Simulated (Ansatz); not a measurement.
# H₃O (doublet): the correlation ladder at distance O1–H3 along a hydrogen transfer = 1.162 Å, cc-pVDZ

Aim: climb from Hartree-Fock through coupled cluster and multireference methods for H₃O (doublet) at one geometry and basis, and see what each rung misses.

Computed with Ansatz 0.2.0, Gaussian basis. Level: cc-pVDZ, core rule «outside noble gas», up to 1 orbitals frozen.

Plan: UHF; CCSD(T) on ROHF; CCSD(T) on UHF; BCCD(T) on ROHF; CISD; CCSDT(Q) on ROHF; CCSDT(Q) on UHF; CCSDTQ on ROHF; CCSDTQ on UHF; CASSCF and MRCISD+Q, 3 electrons in 3 orbitals; CASSCF and NEVPT2, 3 electrons in 3 orbitals; CASSCF and MRCISD+Q, 9 electrons in 7 orbitals; CASSCF and NEVPT2, 9 electrons in 7 orbitals.

### 1 The system

The geometry derives from fragments relaxed apart (PBE0/def2-TZVP) and kept rigid, so it is no stationary point. A hydrogen atom is moved between rigid fragments.

4 atoms, charge 0, spin multiplicity 2.

Atoms are counted from 1 here; the program's logs count them from 0.

Bond lengths: O1–H2 0.960 Å, O1–H3 1.162 Å. Angles: H2–O1–H3 105.1°.

### 2 UHF

File in.yaml:

```yaml
crystal:
  periodic: [false, false, false]
  atoms:
    - {symbol: O, position_ang: [-0.163706, -0.049094, 0.000000]}
    - {symbol: H, position_ang: [-0.413016, 0.877481, 0.000000]}
    - {symbol: H, position_ang: [0.998294, -0.049094, 0.000000]}
    - {symbol: H, position_ang: [2.013294, -0.049094, 0.000000]}
basis:
  gaussian: {orbitals: cc-pVDZ}
magnetization: {spin_polarized: true, initial_magnetization: 1}
hamiltonian: {xc: hf}
output: {orbitals: {seedname: orbitals}}
```

On the command line:

```console
$ ansatz run in.yaml --threads 1 --pin off --events-out ev --progress --plain --max-ram 2816MiB --backend cpu
```

The runs that follow: CCSD(T) on ROHF; CCSD(T) on UHF; BCCD(T) on ROHF; CISD; CCSDT(Q) on ROHF; CCSDT(Q) on UHF; CCSDTQ on ROHF; CCSDTQ on UHF; CASSCF and MRCISD+Q, 3 electrons in 3 orbitals; CASSCF and NEVPT2, 3 electrons in 3 orbitals; CASSCF and MRCISD+Q, 9 electrons in 7 orbitals; CASSCF and NEVPT2, 9 electrons in 7 orbitals.

Before running them: what should the planned runs give, taken together? Wanted: UCCSDTQ below the RHF energy; RMP2 from UCCSDTQ; UMP2 from UCCSDTQ; RCCSD from UCCSDTQ; RCCSD(T) from UCCSDTQ; UCCSD(T) from UCCSDTQ; RCCSDT(Q) from UCCSDTQ; UCCSDT(Q) from UCCSDTQ; NEVPT2 pair from UCCSDTQ.

As calculated:

| quantity | value |
| --- | --- |
| UCCSDTQ below the RHF energy | -6.5486 eV |
| RMP2 from UCCSDTQ | +481.5 meV |
| UMP2 from UCCSDTQ | +595.6 meV |
| RCCSD from UCCSDTQ | +145.5 meV |
| RCCSD(T) from UCCSDTQ | +26.1 meV |
| UCCSD(T) from UCCSDTQ | +24.3 meV |
| RCCSDT(Q) from UCCSDTQ | -1.1 meV |
| UCCSDT(Q) from UCCSDTQ | -0.9 meV |
| NEVPT2 pair from UCCSDTQ | +425.7 meV |
| MRCISD+Q pair from UCCSDTQ | +55.8 meV |
| NEVPT2 valence from UCCSDTQ | +692.2 meV |
| levels within 1 kcal/mol (43 meV) | RCCSD(T), UCCSD(T), BCCD(T), RCCSDT, UCCSDT, RCCSDT(Q), UCCSDT(Q), RCCSDTQ, MRCISD+Q valence |
| T1 diagnostic | 0.031 |
| effectively unpaired electrons | 1.02 |

RCCSD(T) misses by +26.1 meV, 0.4 % of the correlation energy. One determinant dominates. Of the multireference levels listed MRCISD+Q valence comes nearest in total energy (+21.6 meV), which doesn't show that its space is the better one. These misses are within one basis, not against nature; the frozen cores of restricted and unrestricted runs differ, which can shift their rows.
